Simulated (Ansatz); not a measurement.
Abridged output of a molecular run in Ansatz:

```
Functional definition: HF
2192 factors; integrals over basis functions are off by at most 1.0e-3 eV
mean field evaluation 1: about -6401.0263 eV, gradient 4.5e1 eV
mean field evaluation 2: about -6401.2799 eV, gradient 4.5e1 eV
mean field evaluation 4: about -6406.8729 eV, gradient 4.9e0 eV
mean field evaluation 8: about -6406.9562 eV, gradient 2.5e-1 eV
mean field -6406.95641445 eV, -235.4513054399 hartree, gradient 1.6e-6 eV, S^2 0.000000; 0 other end points of the search recorded, 0 dependent functions left out
6 core orbitals not correlated: weight in the atoms' cores, before any rotation towards them, 1.000 or more for the frozen orbitals, at most 0.000 for the correlated occupied ones
reference -6406.95641445 eV, -235.4513054399 hartree; 19, 19 occupied and 357, 357 virtual orbitals, 2192 factors
second order -29.12099020 eV of doubles, -0.00000000 eV of singles
cycle   1  -30.25274764 eV  change    -1.1e0 eV  update   9.9e-2
cycle   2  -30.95195527 eV  change   -7.0e-1 eV  update   2.7e-2
cycle   3  -31.04565516 eV  change   -9.4e-2 eV  update   9.8e-3
cycle   4  -31.04362105 eV  change    2.0e-3 eV  update   2.2e-3
cycle   5  -31.04425558 eV  change   -6.3e-4 eV  update   6.6e-4
cycle   6  -31.04443644 eV  change   -1.8e-4 eV  update   1.7e-4
cycle   7  -31.04441238 eV  change    2.4e-5 eV  update   4.5e-5
perturbative correction -1.20028025 eV, -0.0441094856 hartree
Total energy: -6439.20110708 eV, -236.6362760380 hartree
```

Its atoms:

Cartesian coordinates in Å:
```
C 0.504 -1.828 1.274
C 0.314 -0.340 1.528
C -0.220 0.470 0.344
C -1.618 0.023 -0.063
C 0.752 0.462 -0.834
C 0.412 1.460 -1.929
H 1.224 -2.014 0.473
H 0.879 -2.327 2.170
H -0.433 -2.316 0.999
H 1.271 0.094 1.841
H -0.370 -0.207 2.375
H -0.295 1.510 0.690
H -2.060 0.700 -0.796
H -2.288 -0.007 0.801
H -1.604 -0.977 -0.508
H 0.796 -0.545 -1.264
H 1.759 0.675 -0.456
H -0.543 1.230 -2.406
H 0.346 2.475 -1.527
H 1.175 1.462 -2.711
```

Which basis set was used?
A. def2-TZVPP
B. def2-SVP
C. def2-TZVPPD
D. cc-pV(D+d)Z

A. It gives 382 functions.

Write the keys of the input that set method, charge and spin (a neutral closed shell needs none for the last two).


```yaml
correlation: {method: ccsd_t}
```
